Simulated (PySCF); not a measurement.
Method: B3LYP-D3(BJ)/def2-TZVP // PBE-D3(BJ)/def2-SVP (PySCF). Gas-phase values, no solvent. B3LYP has the VWN-RPA correlation part, as in Gaussian. 

Reference species (SMILES): `[NH2]` (neutral, multiplicity 2).

| Quantity | Value |
|---|---|
| dipole moment | 1.96 D |

Changed species: `[SH]` (free radical SH; the reference has free radical NH2).

Question: Give the shifts of the dipole moment.

Answer: the dipole moment falls by 1.10 D, to 0.86 D.
